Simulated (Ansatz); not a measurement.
Results of PBE+SOC in Ansatz (PAW) for rutile SnO₂.

Settings: plane-wave cutoff 520 eV, 8×8×10 k mesh (along the axes of the cell as run), Fermi–Dirac smearing 0.01 eV, PAW data made under PBE.

Computed points:

| V (Å³/atom) | E − E_lowest (meV/atom) |
|---|---|
| 12.072 | 11.50 |
| 12.324 | 2.75 |
| 12.575 | 0.00 |
| 12.827 | 2.51 |
| 13.078 | 9.60 |

Q: What bulk modulus B0 and pressure derivative B′ does a third-order Birch–Murnaghan fit give?

A: V0 = 12.575 Å³/atom, B0 = 167 GPa, B′ = 5.7 (fit to the energies at full precision).

Shape and atoms are relaxed at each volume.

Measured, for comparison: bulk modulus 212 GPa (temperature not stated, not corrected to a static lattice, from measured elastic constants; as tabulated in Toher et al. (2017), arXiv:1611.05714). Computed (rounded) less measured: bulk modulus -21 %.

Note: the bulk modulus comes from volumes at which shape and atoms were relaxed.

Computed values are for the static lattice.

Ansatz is a program for electronic structure.
